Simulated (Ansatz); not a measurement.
Input file:

```yaml
crystal:
  periodic: [false, false, false]
  atoms:
    - {symbol: F, position_ang: [0.000000, 0.000000, -2.204800]}
    - {symbol: Al, position_ang: [0.000000, 0.000000, -0.556600]}
    - {symbol: Ge, position_ang: [0.000000, 0.000000, 2.761400]}
basis:
  gaussian: {orbitals: cc-pVDZ, fitting: {mean_field: def2-universal-jkfit}}
magnetization: {spin_polarized: false, initial_magnetization: 2}
correlation: {method: sc_nevpt2, electrons: outside_noble_gas, active_space: {window: {electrons: 8, orbitals: 7}}}
scf: {lower_state_search: off}
output: {forces: true}
```

```sh
$ ansatz run in.yaml --threads 1 --pin off --events-out ev --progress --plain --max-ram 2393MiB
```

(1) Roughly how long does this take on 1 thread of Intel Xeon Platinum 8488C, shared host, and how much host memory?

```
these checks for a lower state are left out or cut short: stability, starts, cluster_reference, orbital_swaps, neighbouring_geometries, increment
471 factors; integrals over basis functions are off by at most 1.9e-1 eV
mean field evaluation 1: about -65760.1755 eV, gradient 2.9e1 eV
mean field evaluation 2: about -65761.5217 eV, gradient 2.2e1 eV
mean field evaluation 4: about -65762.2409 eV, gradient 3.2e-1 eV
mean field evaluation 8: about -65762.2419 eV, gradient 1.4e-6 eV
mean field -65762.24191387 eV, -2416.7178150860 hartree, gradient 1.4e-6 eV, S^2 2.000000; 0 other end points of the search recorded, 0 dependent functions left out
reference -65762.24191387 eV, -2416.7178150860 hartree; 28, 26 occupied and 31, 33 virtual orbitals, 471 factors
state -65762.98328856 eV, -2416.7450601037 hartree
state -65762.98328856 eV, -2416.7450601037 hartree; corrected -65770.01477293 eV, -2417.0034623881 hartree
WARN: 1 active orbitals are nearly empty or full. The corrections depend on them more than the energy does, and are more stable in an active space without them
the calculation of the forces begins
Total energy: -65770.01477293 eV, -2417.0034623881 hartree
Atom 0 at     0.000000     0.000000    -2.204800 Å, force    -0.000000    -0.000000    -1.634355 eV/Å
Atom 1 at     0.000000     0.000000    -0.556600 Å, force     0.000000     0.000000     2.206407 eV/Å
Atom 2 at     0.000000     0.000000     2.761400 Å, force    -0.000000    -0.000000    -0.572052 eV/Å
Dipole moment:    -0.000000    -0.000000     0.017869 e Å
Checks for a lower state left out: stability, starts, cluster_reference, orbital_swaps, neighbouring_geometries, increment
```

Forces (eV/Å):
```
F    0.000  0.000 -1.634
Al   0.000  0.000  2.206
Ge   0.000  0.000 -0.572
```

## Answers

(1) 3.9 s wall and 0.3 GiB.
